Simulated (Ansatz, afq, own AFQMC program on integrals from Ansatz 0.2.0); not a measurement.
Two steps: Ansatz 0.2.0 writes the Fock matrix and Cholesky factors of the valence space, and afq projects on them the lowest state that overlaps trial and start.

```yaml
crystal:
  periodic: [false, false, false]
  atoms:
    - {symbol: Al, position_ang: [0.000000, -0.074388, 0.613390]}
    - {symbol: C, position_ang: [0.000000, 0.010117, -1.308029]}
    - {symbol: H, position_ang: [0.000000, 1.321704, 1.420502]}
    - {symbol: H, position_ang: [0.000000, 0.549036, -2.253748]}
basis:
  gaussian: {orbitals: cc-pVDZ}
total_charge: 1
magnetization: {spin_polarized: true, initial_magnetization: 4}
correlation: {method: ccsd_t, electrons: outside_noble_gas, hamiltonian_folder: ham}
```

```sh
$ ansatz run in.yaml --threads 1 --pin off --events-out ev --progress --plain --max-ram 1843MiB
```

Options of the walk:

```
--method phaseless --trial hf --walkers 120 --populations 1 --least-time 40 --time-step 0.005 --steps-per-block 20 --equilibration-blocks 112 --max-blocks 600 --target-error 0.00102 --factor-cut 1e-05 --start spin_pure --seed 6479 --taylor-order 6
```

Times are imaginary, in 1/Eh. The walk had a cap of 920 s.

```
orbitals 36  electrons 6 2  factors 267 of 401
reference energy -280.44792769 Eh
CCSD correlation -0.13541591 Eh in 13 cycles, weight of the determinant in the CISD state 0.8942
energy of the start -280.448613 Eh
 block  time / (1/Eh)  mean weight  energy / Eh
     1     0.100  1.0002  -280.472396
     2     0.200  1.0003  -280.492769
     3     0.300  1.0020  -280.513030
     4     0.400  1.0003  -280.522401
     5     0.500  1.0007  -280.531254
     8     0.800  1.0004  -280.546019
    18     1.800  1.0010  -280.592613
    69     6.900  0.9994  -280.562204
   120    12.000  1.0009  -280.555159
   171    17.100  0.9999  -280.580671
   222    22.200  1.0005  -280.613842
   273    27.300  1.0006  -280.605608
   324    32.400  1.0008  -280.576963
   375    37.500  0.9996  -280.588407
   426    42.600  0.9979  -280.580680
   443    44.300  1.0003  -280.617056
   477    47.700  1.0001  -280.594578
   528    52.800  1.0001  -280.588191
   579    57.900  0.9996  -280.577880
   630    63.000  0.9988  -280.588240
   681    68.100  1.0013  -280.576160
   698    69.800  1.0006  -280.608439
blocks merged  error / Eh  count
     1  0.000480  600
     2  0.000643  300
     4  0.000848  150
     8  0.001092  75
    16  0.001260  37
    32  0.001405  18
    64  0.001485  9
energy -280.584958 +/- 0.001405 Eh
(rows thinned)
```

Estimate how long the walk took on 1 thread of Intel(R) Xeon(R) Platinum 8375C CPU @ 2.90GHz (Ice Lake), on a shared host.

3.9 min of wall time.

The run passed its tests (sampling time, drift between the halves within three errors, error under three times the target), which doesn't prove that it has relaxed.

Against this walk (error 38.2 meV) on the same determinant: CCSD(T) 74.3 meV lower (within the noise), CCSDT(Q) 117.8 meV lower, a separate phaseless walk with a CISD trial and standard settings 99.4 ± 39.2 meV lower. The error is statistical and leaves out the bias of the constraint. CCSDT(Q) is the surest value here, so the walk's 118 meV above it is most likely the bias of the constraint with this trial, which can have either sign.

Cautions: constraint bias not in the error; error above the target (38.2 against 27.8 meV); lower spins were not checked.

CCSDT and higher add their correlation energy to the determinant of the CCSD(T) run, since their own runs factorise the integrals more tightly (a shift of under 2 meV). A walk keeps the symmetry of its determinant, which the program's search chose and which needn't be the lowest solution, so a lower state of the same spin and another symmetry isn't excluded.
